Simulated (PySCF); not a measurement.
Consider allyl methyl ether, `C=CCOC` (C4H8O). Numbering: `[CH2:1]=[CH:2][CH2:3][O:4][CH3:5]`

Computed at ωB97X-D3(BJ)/ma-def2-TZVP // PBE0-D3(BJ)/def2-SVP with PySCF (density fitting, grid level 2). Zero-point and thermal terms (298.15 K, 1 bar) come from unscaled PBE0-D3(BJ)/def2-SVP harmonic frequencies, with soft modes damped to free rotors in the entropy.

Task: What are the vertical and the adiabatic ionisation energy for forming the radical cation?

Result: 9.92 eV vertical and 9.37 eV adiabatic, the latter with zero-point energy.

Task: Where does the unpaired spin of the relaxed radical cation sit?

Result: C1 (alkene carbon) 0.41, O4 (ether oxygen) 0.25, H (on C3) 0.13, C2 (alkene carbon) 0.11 (intrinsic atomic orbital populations).

Task: What oxidation potential follows in DMF (IEF-PCM), given that Fc+/Fc comes at 4.54 V absolute with this functional and basis?

Result: In the gas phase ΔG of oxidation is 9.335 eV, and solvation is -13.9 kJ/mol for the parent and -241.2 kJ/mol for the product, so the absolute potential is 6.98 V, or 2.44 V against Fc+/Fc. Fc+/Fc in DMF, 4.54 V, is ωB97X-D3(BJ)/ma-def2-TZVP on PBE0-D3(BJ)/def2-SVP structures with GFN2-xTB thermal terms. Benchmark calculations put it near 5.0 V in acetonitrile and DMSO, so it is about 0.5 V low, and the value against it can read up to that much too high. The solvent is electrostatics only, on gas-phase structures; the absolute scale refers to an electron at rest in vacuum.

Task: How far is −ε(HOMO) from the vertical value by ΔSCF?

Result: −ε(HOMO) = 10.04 eV, which is 0.13 eV above the ΔSCF value.

Differences come from unrounded values, so a last digit can differ from that of the printed terms.
